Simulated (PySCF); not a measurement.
**Checking a proposed structure**

A compound C5H5N gives the data below (simulated from a calculation) and was assigned the structure `C#CCCC#N`.

13C{1H} NMR (computed): δ 119.2 (C), 86.4 (C), 71.8 (C), 9.9 (CH2), 4.5 (CH3).

1H NMR (400 MHz, computed): δ 3.03 (q, J = 3.8 Hz, 2H), 1.91 (t, J = 3.8 Hz, 3H).

Calculated, not measured (PySCF): B3LYP/pcJ-1 coupling constants (spin–dipole term only in couplings to heteroatoms), GIAO PBE0/pcSseg-1 shieldings, structure optimised with PBE0-D3(BJ)/def2-SVP. One averaged value for each set of equivalent atoms, isolated molecule, one computed conformer, relativity neglected.

Shifts are taken against calculated references (same method and geometry level): TMS for 1H (σref 31.27), 13C (σref 184.41).

Q: Compare with the shifts computed for the proposed structure, pairing carbons in order of shift.

A: Mapped SMILES: `[CH:1]#[C:2][CH2:3][CH2:4][C:5]#[N:6]`. Each H is labelled by its parent atom.

```csv
atom,computed for proposal,given list,difference
C5,122.7,119.2,+3.5
C2,83.4,86.4,-3.0
C1,77.6,71.8,+5.8
C3,18.5,9.9,+8.6
C4,18.2,4.5,+13.7
```

The rms difference is 8.0 ppm and the largest +13.7 ppm at C4 (sp3 CH2 α to a nitrile). The carbon types in order of shift don't match either: C, C, CH, CH2, CH2 for the proposal against C, C, C, CH2, CH3 in the data. The proposal doesn't fit.

Q: Which isomer fits?

A: `CC#CCC#N`.

- Carbon types of the structure: 3 × C, 1 × CH2, 1 × CH3, which accounts for all hydrogens.
- δC 119.2: nitrile carbon; C≡N carbons fall here, among the sp2 signals but without a proton.
- δC 86.4, 71.8: alkyne carbon; the triple bond shields along its axis, which puts it between sp3 and sp2 carbons.
- δC 9.9: sp3 CH2 α to a nitrile; a saturated carbon with 2 carbon neighbours and no heteroatom attached.
- δC 4.5: propargylic methyl carbon; aliphatic region, no heteroatom directly attached.

This is the structure that produced the data.

Splittings below 1 Hz are ignored in the labels, and close J values are merged. Shifts are as computed. Against solution values, carbons near 30 ppm lie about +2 ppm off and those near 130 ppm about +5 ppm. Of 1211 compounds with measured shifts, 218 miss one by over three times the rms of a fit or turn the order of signals round; such compounds aren't used in these exercises.
